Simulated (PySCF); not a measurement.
# The bond of AlSi+, level by level, part 2 of 2

PySCF 2.14.0; Al pcseg-1, Si pcseg-1; no relativity. Earlier steps stand in the parts before.

## Step 8: TPSSh (hybrid meta-GGA)

The SCF at the reference distance, 2.795 Å, printed:

```text
[... 13 set-up lines left out, the same as in an earlier log ...]
max_memory 909 MB (current use 282 MB)
[... 3 set-up lines left out, the same as in an earlier log ...]
XC functionals = TPSSH
    V. N. Staroverov, G. E. Scuseria, J. Tao, and J. P. Perdew.,  J. Chem. Phys. 119, 12129 (2003)
[... 2 set-up lines left out, the same as in an earlier log ...]
init E= -531.536336554029
cycle= 1 E= -531.536569341259  delta_E= -0.000233  |g|= 0.00176  |ddm|= 0.0626
cycle= 2 E= -531.536577063183  delta_E= -7.72e-06  |g|= 0.000598  |ddm|= 0.00896
cycle= 3 E= -531.536577896041  delta_E= -8.33e-07  |g|= 0.000449  |ddm|= 0.00408
cycle= 4 E= -531.536578325562  delta_E= -4.3e-07  |g|= 0.00021  |ddm|= 0.0022
cycle= 5 E= -531.536578443243  delta_E= -1.18e-07  |g|= 4.99e-05  |ddm|= 0.00114
cycle= 6 E= -531.536578453273  delta_E= -1e-08  |g|= 1.76e-05  |ddm|= 0.000433
cycle= 7 E= -531.536578453841  delta_E= -5.68e-10  |g|= 1.69e-06  |ddm|= 8.77e-05
Extra cycle  E= -531.536578453847  delta_E= -6.14e-12  |g|= 5.49e-07  |ddm|= 6.91e-06
converged SCF energy = -531.536578453847  <S^2> = 2.0119221  2S+1 = 3.0079376
```

Re = 2.780 Å, ωe = 209.0 cm⁻¹, ωexe = 1.98 cm⁻¹, αe = 0.00203 cm⁻¹, Be = 0.1588 cm⁻¹, De = 1.05 eV, μ = -1.68 D.

## Step 9: revPBE (GGA)

Output of the SCF at 2.795 Å:

```text
[... 13 set-up lines left out, the same as in an earlier log ...]
max_memory 909 MB (current use 283 MB)
[... 3 set-up lines left out, the same as in an earlier log ...]
XC functionals = PBE_R,PBE
    Y. Zhang and W. Yang.,  Phys. Rev. Lett. 80, 890 (1998)
[... 4 set-up lines left out, the same as in an earlier log ...]
init E= -531.414552048
cycle= 1 E= -531.415127336465  delta_E= -0.000575  |g|= 0.00847  |ddm|= 0.0902
cycle= 2 E= -531.414888620158  delta_E= 0.000239  |g|= 0.0141  |ddm|= 0.0705
cycle= 3 E= -531.415231808262  delta_E= -0.000343  |g|= 0.00141  |ddm|= 0.0501
cycle= 4 E= -531.415235253938  delta_E= -3.45e-06  |g|= 0.000292  |ddm|= 0.00532
cycle= 5 E= -531.415235389104  delta_E= -1.35e-07  |g|= 0.000108  |ddm|= 0.00118
cycle= 6 E= -531.415235406594  delta_E= -1.75e-08  |g|= 9.01e-06  |ddm|= 0.000394
cycle= 7 E= -531.415235406719  delta_E= -1.24e-10  |g|= 4.32e-06  |ddm|= 4.63e-05
Extra cycle  E= -531.415235406664  delta_E= 5.53e-11  |g|= 6.99e-06  |ddm|= 3.83e-05
converged SCF energy = -531.415235406664  <S^2> = 2.0066185  2S+1 = 3.0044091
```

Re = 2.808 Å, ωe = 204.3 cm⁻¹, ωexe = 2.34 cm⁻¹, αe = 0.00212 cm⁻¹, Be = 0.1557 cm⁻¹, De = 1.05 eV, μ = -1.57 D. 3.3 s of CPU time for 12 points, integrals apart.

## Step 10: M06-L (meta-GGA)

The SCF at the reference distance, 2.795 Å, printed:

```text
[... 17 set-up lines left out, the same as in an earlier log ...]
XC functionals = M06L
    Y. Zhao and D. G. Truhlar.,  J. Chem. Phys. 125, 194101 (2006)
    Y. Zhao and D. G. Truhlar.,  J. Chem. Phys. 125, 194101 (2006)
    Y. Zhao and D. G. Truhlar.,  Theor. Chem. Acc. 120, 215 (2008)
[... 2 set-up lines left out, the same as in an earlier log ...]
init E= -531.48302209393
cycle= 1 E= -531.484527551777  delta_E= -0.00151  |g|= 0.00698  |ddm|= 0.172
cycle= 2 E= -531.484421951535  delta_E= 0.000106  |g|= 0.0104  |ddm|= 0.0572
cycle= 3 E= -531.484616503596  delta_E= -0.000195  |g|= 0.00107  |ddm|= 0.0376
cycle= 4 E= -531.484618515771  delta_E= -2.01e-06  |g|= 0.000175  |ddm|= 0.00393
cycle= 5 E= -531.48461857246  delta_E= -5.67e-08  |g|= 2.72e-05  |ddm|= 0.000932
cycle= 6 E= -531.484618573847  delta_E= -1.39e-09  |g|= 1.17e-05  |ddm|= 0.000151
cycle= 7 E= -531.484618574025  delta_E= -1.79e-10  |g|= 2.05e-06  |ddm|= 3.61e-05
Extra cycle  E= -531.48461857403  delta_E= -4.55e-12  |g|= 1.29e-06  |ddm|= 1.08e-05
converged SCF energy = -531.48461857403  <S^2> = 2.0056662  2S+1 = 3.0037751
```

Re = 2.761 Å, ωe = 212.1 cm⁻¹, ωexe = 2.60 cm⁻¹, αe = 0.00213 cm⁻¹, Be = 0.1610 cm⁻¹, De = 1.04 eV, μ = -1.48 D.

## Step 11: ROHF (mean field)

Output of the SCF at 2.795 Å:

```text
******** <class 'pyscf.scf.hf_symm.SymAdaptedROHF'> ********
method = SymAdaptedROHF
[... 11 set-up lines left out, the same as in an earlier log ...]
max_memory 909 MB (current use 284 MB)
num. doubly occ = 12  num. singly occ = 2
Overwritten attributes  get_j get_occ get_hcore get_jk get_k  of <class 'pyscf.scf.hf_symm.SymAdaptedROHF'>
[... 1 set-up line left out, the same as in an earlier log ...]
init E= -530.472242689466
cycle= 1 E= -530.471438989906  delta_E= 0.000804  |g|= 0.0196  |ddm|= 0.249
cycle= 2 E= -530.472152794343  delta_E= -0.000714  |g|= 0.00861  |ddm|= 0.066
cycle= 3 E= -530.472421879823  delta_E= -0.000269  |g|= 0.00543  |ddm|= 0.0438
cycle= 4 E= -530.472587146533  delta_E= -0.000165  |g|= 0.00377  |ddm|= 0.0329
cycle= 5 E= -530.472717115622  delta_E= -0.00013  |g|= 0.00157  |ddm|= 0.0484
cycle= 6 E= -530.472733955482  delta_E= -1.68e-05  |g|= 0.000501  |ddm|= 0.0161
cycle= 7 E= -530.472735677313  delta_E= -1.72e-06  |g|= 0.000141  |ddm|= 0.00599
cycle= 8 E= -530.472735747533  delta_E= -7.02e-08  |g|= 2.85e-05  |ddm|= 0.000855
cycle= 9 E= -530.472735749544  delta_E= -2.01e-09  |g|= 4.2e-06  |ddm|= 0.000159
cycle= 10 E= -530.472735749573  delta_E= -2.93e-11  |g|= 8.18e-07  |ddm|= 2.69e-05
Extra cycle  E= -530.472735749575  delta_E= -2.27e-12  |g|= 3.32e-07  |ddm|= 3.18e-06
converged SCF energy = -530.472735749575
```

Re = 3.133 Å, ωe = 122.1 cm⁻¹, ωexe = 1.52 cm⁻¹, αe = 0.00212 cm⁻¹, Be = 0.1250 cm⁻¹, De = 0.384 eV, μ = -3.24 D. 0.55 s of CPU time for 12 points, integrals apart.

## Step 12: Correlated methods on the Hartree–Fock reference

Reference: ROHF; core orbitals frozen: 10.

The coupled-cluster run at the reference distance, 2.795 Å, printed:

```text
******** <class 'pyscf.cc.uccsd.UCCSD'> ********
CC2 = 0
CCSD nocc = (np.int64(4), np.int64(2)), nmo = (26, 26)
frozen orbitals [[0, 1, 2, 3, 4, 5, 6, 7, 8, 9], [0, 1, 2, 3, 4, 5, 6, 7, 8, 9]]
max_cycle = 80
direct = 0
conv_tol = 1e-07
conv_tol_normt = 1e-05
diis_space = 8
diis_start_cycle = 0
diis_start_energy_diff = 1e+09
max_memory 909 MB (current use 294 MB)
Init t2, MP2 energy = -0.0732060028224703
Init E_corr(UCCSD) = -0.0763311216796284
cycle = 1  E_corr(UCCSD) = -0.0955888849860921  dE = -0.0192577633  norm(t1,t2) = 0.0807739
cycle = 2  E_corr(UCCSD) = -0.101746095831536  dE = -0.00615721085  norm(t1,t2) = 0.036366
cycle = 3  E_corr(UCCSD) = -0.106262001466084  dE = -0.00451590563  norm(t1,t2) = 0.019974
cycle = 4  E_corr(UCCSD) = -0.106276555039567  dE = -1.45535735e-05  norm(t1,t2) = 0.0069067
cycle = 5  E_corr(UCCSD) = -0.106317866060356  dE = -4.13110208e-05  norm(t1,t2) = 0.00346541
cycle = 6  E_corr(UCCSD) = -0.106365188313042  dE = -4.73222527e-05  norm(t1,t2) = 0.00142934
cycle = 7  E_corr(UCCSD) = -0.106342679664686  dE = 2.25086484e-05  norm(t1,t2) = 0.000471837
cycle = 8  E_corr(UCCSD) = -0.106353631168738  dE = -1.09515041e-05  norm(t1,t2) = 0.000190207
cycle = 9  E_corr(UCCSD) = -0.106351845130013  dE = 1.78603872e-06  norm(t1,t2) = 8.92648e-05
cycle = 10  E_corr(UCCSD) = -0.106350651543968  dE = 1.19358605e-06  norm(t1,t2) = 3.40028e-05
cycle = 11  E_corr(UCCSD) = -0.106350424176877  dE = 2.2736709e-07  norm(t1,t2) = 1.40115e-05
cycle = 12  E_corr(UCCSD) = -0.106350862352386  dE = -4.38175509e-07  norm(t1,t2) = 5.25685e-06
cycle = 13  E_corr(UCCSD) = -0.106350940142779  dE = -7.77903927e-08  norm(t1,t2) = 1.78988e-06
UCCSD converged
E(UCCSD) = -530.579086689718  E_corr = -0.1063509401427789
UCCSD(T) correction = -0.00255775598308396
```

Correlation energy (eV) along the bond:

| R (Å) | MP2 | SCS-MP2 | CCSD | CCSD(T) | T1 |
| --- | --- | --- | --- | --- | --- |
| 2.404 | -2.224 | -2.374 | n/a | n/a | n/a |
| 2.515 | -2.201 | -2.360 | -2.994 | -3.081 | 0.033 |
| 2.627 | -2.150 | -2.315 | -2.958 | -3.037 | 0.036 |
| 2.711 | -2.111 | -2.279 | -2.926 | -3.000 | 0.037 |
| 2.795 | -2.074 | -2.245 | -2.894 | -2.964 | 0.037 |
| 2.879 | -2.042 | -2.216 | -2.863 | -2.928 | 0.037 |
| 2.991 | -2.004 | -2.181 | -2.824 | -2.885 | 0.035 |
| 3.130 | -1.964 | -2.145 | -2.783 | -2.837 | 0.033 |
| 3.298 | -1.927 | -2.112 | -2.742 | -2.792 | 0.030 |
| 3.522 | -1.891 | -2.080 | n/a | n/a | n/a |

ROHF-MP2: Re = 2.837 Å, ωe = 174.6 cm⁻¹, ωexe = 1.87 cm⁻¹, αe = 0.00234 cm⁻¹, Be = 0.1525 cm⁻¹, De = 0.59 eV.

ROHF-SCS-MP2: Re = 2.858 Å, ωe = 168.2 cm⁻¹, ωexe = 1.82 cm⁻¹, αe = 0.00237 cm⁻¹, Be = 0.1502 cm⁻¹, De = 0.56 eV.

ROHF-CCSD: Re = 2.846 Å, ωe = 186.3 cm⁻¹, ωexe = 2.63 cm⁻¹, αe = 0.00237 cm⁻¹, Be = 0.1515 cm⁻¹, De = 0.60 eV.

ROHF-CCSD(T): Re = 2.819 Å, ωe = 195.3 cm⁻¹, ωexe = 2.65 cm⁻¹, αe = 0.00230 cm⁻¹, Be = 0.1545 cm⁻¹, De = 0.64 eV.

## Step 13: The curves together

Energy (eV) from each level's lowest point:

| R (Å) | ROHF | ROHF-MP2 | ROHF-SCS-MP2 | ROHF-CCSD | ROHF-CCSD(T) | PBE | revPBE | r²SCAN | M06-L | TPSSh | PBE0 |
| --- | --- | --- | --- | --- | --- | --- | --- | --- | --- | --- | --- |
| 2.404 | 0.523 | 0.307 | 0.330 | n/a | n/a | 0.296 | 0.316 | 0.267 | 0.248 | 0.273 | 0.281 |
| 2.515 | 0.323 | 0.131 | 0.145 | 0.159 | 0.140 | 0.125 | 0.139 | 0.106 | 0.097 | 0.113 | 0.117 |
| 2.627 | 0.186 | 0.045 | 0.054 | 0.058 | 0.047 | 0.037 | 0.045 | 0.026 | 0.024 | 0.032 | 0.033 |
| 2.711 | 0.116 | 0.013 | 0.019 | 0.019 | 0.013 | 0.007 | 0.011 | 0.002 | 0.002 | 0.005 | 0.006 |
| 2.795 | 0.066 | 0.000 | 0.003 | 0.002 | 0.000 | 0.000 | 0.000 | 0.000 | 0.000 | 0.000 | 0.000 |
| 2.879 | 0.034 | 0.000 | 0.000 | 0.000 | 0.003 | 0.008 | 0.005 | 0.013 | 0.012 | 0.009 | 0.009 |
| 2.991 | 0.009 | 0.014 | 0.010 | 0.014 | 0.022 | 0.036 | 0.027 | 0.045 | 0.042 | 0.037 | 0.038 |
| 3.130 | 0.000 | 0.044 | 0.037 | 0.046 | 0.060 | 0.085 | 0.071 | 0.098 | 0.090 | 0.087 | 0.089 |
| 3.298 | 0.008 | 0.090 | 0.079 | 0.095 | 0.114 | 0.155 | 0.134 | 0.171 | 0.156 | 0.158 | 0.162 |
| 3.522 | 0.037 | 0.155 | 0.139 | n/a | n/a | 0.251 | 0.221 | 0.271 | 0.248 | 0.256 | 0.261 |

## Step 14: Results

What follows sums up all 2 parts.

Lowest PBE0 solution found, without spin–orbit coupling: ³Π (triplet), unpaired electrons σ ↑, π ↑. State 2 has its PBE0 minimum 0.18 eV higher, as a spin-mixed determinant (⟨S²⟩ = 1.02), so this is no gap between pure states. The other levels ran on the lowest alone.

| level | Re (Å) | ωe (cm⁻¹) | De (eV) | μ (D) |
| --- | --- | --- | --- | --- |
| ROHF | 3.133 | 122.1 | 0.384 | -3.24 |
| ROHF-MP2 | 2.837 | 174.6 | 0.59 | n/a |
| ROHF-SCS-MP2 | 2.858 | 168.2 | 0.56 | n/a |
| ROHF-CCSD | 2.846 | 186.3 | 0.60 | n/a |
| ROHF-CCSD(T) | 2.819 | 195.3 | 0.64 | n/a |
| PBE | 2.787 | 212.3 | 1.13 | -1.51 |
| revPBE | 2.808 | 204.3 | 1.05 | -1.57 |
| r²SCAN | 2.763 | 218.7 | 1.08 | -1.64 |
| M06-L | 2.761 | 212.1 | 1.04 | -1.48 |
| TPSSh | 2.780 | 209.0 | 1.05 | -1.68 |
| PBE0 | 2.780 | 212.9 | 1.01 | -1.73 |

De is counted to Al+ + Si in their ground configurations. A positive dipole points from Al to Si; in an ion it is taken about the centre of mass and does not tell which atom is negative.

Time per point (s) on 1 thread, shared host (CPU time, shared integrals of 0.059 s apart; correlated levels include their reference; CCSD comes with the CCSD(T) run); the times are rough: ROHF 0.046, ROHF-MP2 0.072, ROHF-SCS-MP2 0.072, ROHF-CCSD(T) 0.45, PBE 0.38, revPBE 0.28, r²SCAN 0.55, M06-L 0.52, TPSSh 0.64, PBE0 0.64.

What this shows: The methods spread over 0.372 Å in bond length, from M06-L to ROHF. CCSD(T) can't serve as the judge here: for a weak bond in this basis it is far from its limit. Among the levels with a De in the table, it runs from 0.384 eV (ROHF) to 1.13 eV (PBE).

Correlated steps freeze 10 core orbitals.
